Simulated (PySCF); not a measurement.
Method: PySCF energies (xtb for GFN2) plus ideal-gas RRHO corrections (1 bar). 'Table' is the NASA 1993 thermochemical table (part measured, part estimated). Open shells (unrestricted): BClF (multiplicity 2). GFN2 has no spin-polarisation term. The harmonic model lacks anharmonicity and excited electronic states, which grow with temperature; levels with a mode under 35 cm⁻¹ are left out. The table's entry may be an old estimate for BClF (not checked at source).

Harmonic frequencies at GFN2-xTB (cm⁻¹): 362, 767, 1199. Point group Cs; S°(298 K) = 265.1 J/mol/K at this level.

Q: Work out Cp and S° of gaseous BClF at 500, 800, 1200, 1600, 2000 K from these, and set them beside the table.

A: 
```csv
T (K),Cp GFN2-xTB,Cp table,S° GFN2-xTB,S° table
500,49.8,48.9,289.3,288.3
800,54.1,53.6,313.8,312.4
1200,56.2,55.8,336.2,334.7
1600,57.0,56.9,352.5,350.9
2000,57.5,57.4,365.3,363.7
```
Units J/mol/K.
